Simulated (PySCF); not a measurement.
Saddle point of CH6SSi, closed shell (CH₆SSi ([CH3][SiH2][SH]) → CH₄SSi ([CH3][SiH][S]) + H₂; bonds formed: H2–H4; bonds broken: Si1–H2, S3–H4), PBE0-D4/def2-TZVP structure:

```
9
angstrom
Si -0.5845 -0.3367 -0.1854
H -0.0656 -1.3083 1.1200
S -0.3514 -1.8019 -1.5560
H -0.0490 -1.8327 0.2999
H -1.9164 -0.0228 0.3947
C 0.5714 1.0997 -0.0241
H 0.3271 1.8131 -0.8189
H 0.4632 1.6062 0.9372
H 1.6053 0.7833 -0.1673
```

Energies are electronic, without zero-point energy. Barriers and step energies count from the start structure reached by relaxing down the imaginary mode; all methods use the PBE0-D4 structures, on which another method's saddle can fall below an end. Computed with PySCF 2.14 with density fitting (its default auxiliary sets; JK sets also for MP2 and CCSD(T)) (basis: def2-TZVPP, with def2-QZVPP for the basis limit); correlated methods freeze the cores. B3LYP uses VWN-RPA correlation. Extrapolation: Hartree–Fock as exp(−7.88 √X), correlation as X^−2.97.

| method | barrier (eV) | step energy (eV) |
| --- | --- | --- |
| SPW92 | 1.778 | 1.389 |
| PBE-D4 | ? | 1.173 |
| r2SCAN-D4 | 2.006 | 1.240 |
| PBE0-D4 | ? | 1.322 |
| B3LYP-D4 | 2.178 | 1.192 |
| BHLYP-D4 | 2.388 | 1.353 |
| wB97M-V | 2.240 | 1.288 |
| HF | 2.764 | 1.417 |
| MP2 | ? | 1.220 |
| CCSD | 2.392 | 1.336 |
| CCSD(T) | 2.289 | 1.270 |

(1) Fill in the withheld barriers. (An estimate is asked for; the value comes from the calculation.)

The T1 diagnostic stays at or below 0.017.

## Answers

(1) The calculation gives: PBE-D4 1.908; MP2 2.196; PBE0-D4 2.082 eV. Each is the energy of the saddle less that of the start structure, by the same method.

For comparison, the barrier by CCSD(T) at an estimated basis limit (MP2 extrapolated from triple and quadruple zeta, plus CCSD(T) − MP2 in triple zeta) is 2.195 eV.

Labels in which every atom is bracketed show which atoms are joined, not bond orders.

For scale, one of the runs: CCSD(T)/def2-TZVPP, 199 basis functions, launched by `OMP_NUM_THREADS=4 python run.py`. Hardware: 4 CPU threads of an Arm Neoverse V2, shared host. Wall time 4.7 min; peak host memory 2.1 GiB.
